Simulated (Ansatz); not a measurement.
# BeTlMo: from a trial structure to a relaxed crystal

The calculation used DFT PBE, scalar-relativistic, plane waves, PAW (Ansatz 0.2.0). Cutoff 420 eV, Γ-centred k mesh, Gaussian smearing, no spin polarisation in the final step.

The start puts BeTlMo on the sites of a reported MnVAs cell (P4/nmm, No. 129), with Be in place of Mn, Tl in place of V, Mo in place of As, at a guessed volume.

```
Be Tl Mo
1.0
     3.90438    0.00000    0.00000
     0.00000    3.90438    0.00000
     0.00000    0.00000    6.80067
Be Tl Mo
2 2 2
Cartesian
  0.0000 1.9522 2.3870
  1.9522 0.0000 4.4136
  0.0000 0.0000 0.0000
  1.9522 1.9522 0.0000
  0.0000 1.9522 4.9441
  1.9522 0.0000 1.8566
```

Cell and atoms relax at zero pressure; the relaxation can't lower the symmetry of the start. After a coarse first stage the cell is made exact in the group found at 0.06 Å.

Energies over the elements count from the elements' standard structures at the same level, with no empirical corrections.

Which crystal results?

It keeps P4/nmm (No. 129). Conventional cell: a = 3.853 Å, c = 6.738 Å. Be is coordinated by 1 Mo at 2.26 Å, 4 Mo at 2.74 Å and 4 Tl at 2.86 Å; Tl is coordinated by 4 Tl at 2.72 Å, 4 Be at 2.86 Å and 4 Mo at 3.05 Å; around Mo lie 1 Be at 2.26 Å.

Space group P4/nmm:1 (No. 129). a = 3.853 Å, b = 3.853 Å, c = 6.738 Å, α = 90.00°, β = 90.00°, γ = 90.00°
| atom | site | symmetry | x | y | z |
| --- | --- | --- | --- | --- | --- |
| Be | 2c | 4mm | 0.0000 | 0.5000 | 0.3140 |
| Tl | 2a | -4m2 | 0.0000 | 0.0000 | 0.0000 |
| Mo | 2c | 4mm | 0.0000 | 0.5000 | 0.6490 |

What are its volume, energy, density and gap?

The volume per atom is 16.67 Å³, the density is 10.27 g/cm³ and the energy over the elements is 0.97 eV/atom. The gap on the 10×10×6 mesh is 0 eV (a metal).

The final run used a 10×10×6 mesh on its 6-atom cell and 0.10 eV smearing. The k mesh leaves about 4 meV/atom of noise in metals. Spin–orbit coupling is left out. A structure relaxed within its symmetry needn't be a true minimum.

Cost: 3 runs of about 2.5 core-minutes in all, on Arm Neoverse V1 (shared hosts).